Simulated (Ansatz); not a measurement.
Input file:

```yaml
crystal:
  periodic: [false, false, false]
  atoms:
    - {symbol: H, position_ang: [-1.878422, 0.000000, 0.000000]}
    - {symbol: H, position_ang: [-0.934422, 0.000000, 0.000000]}
    - {symbol: C, position_ang: [0.188578, 0.000000, 0.000000]}
    - {symbol: H, position_ang: [0.188578, -1.080023, 0.000000]}
    - {symbol: H, position_ang: [0.188578, 0.540011, 0.935327]}
    - {symbol: H, position_ang: [0.188578, 0.540012, -0.935327]}
basis:
  gaussian: {orbitals: cc-pVDZ}
magnetization: {spin_polarized: true, initial_magnetization: 1}
hamiltonian: {pseudopotentials: {relativity: scalar}}
correlation: {method: ccsd_t, electrons: all, diis_vectors: 4}
```

```sh
$ ansatz run in.yaml --threads 1 --pin off --events-out ev --progress --plain --max-ram 2393MiB
```

The program prints:

```
345 factors; integrals over basis functions are off by at most 1.2e-3 eV
mean field evaluation 1: about -1104.7243 eV, gradient 1.3e1 eV
mean field evaluation 2: about -1104.7245 eV, gradient 1.3e1 eV
mean field evaluation 4: about -1105.8719 eV, gradient 1.8e0 eV
mean field evaluation 8: about -1105.9134 eV, gradient 1.7e-3 eV
mean field evaluation 16: about -1105.9133 eV, gradient 5.6e-2 eV
mean field -1105.91336501 eV, -40.6415665492 hartree, gradient 1.2e-6 eV, S^2 0.775509; 0 other end points of the search recorded, 0 dependent functions left out
reference -1105.91336501 eV, -40.6415665492 hartree; 6, 5 occupied and 33, 34 virtual orbitals, 345 factors
second order -4.78936660 eV of doubles, -0.00000000 eV of singles
cycle   1  -5.30410620 eV  change   -5.1e-1 eV  update   4.9e-2
cycle   2  -5.49520065 eV  change   -1.9e-1 eV  update   1.8e-2
cycle   3  -5.51538606 eV  change   -2.0e-2 eV  update   6.1e-3
cycle   4  -5.51495888 eV  change    4.3e-4 eV  update   2.0e-3
cycle   5  -5.51506085 eV  change   -1.0e-4 eV  update   5.8e-4
cycle   6  -5.51515513 eV  change   -9.4e-5 eV  update   1.7e-4
cycle   7  -5.51518563 eV  change   -3.0e-5 eV  update   6.9e-5
cycle   8  -5.51517282 eV  change    1.3e-5 eV  update   2.7e-5
cycle   9  -5.51516198 eV  change    1.1e-5 eV  update   1.0e-5
cycle  10  -5.51515636 eV  change    5.6e-6 eV  update   3.9e-6
perturbative correction -0.12538436 eV, -0.0046077902 hartree
Total energy: -1111.55390573 eV, -40.8488525973 hartree
Relativity: scalar
```

Ran on 1 thread of Arm Neoverse V1, shared host: 0.87 s wall, 0.1 GiB peak host memory.
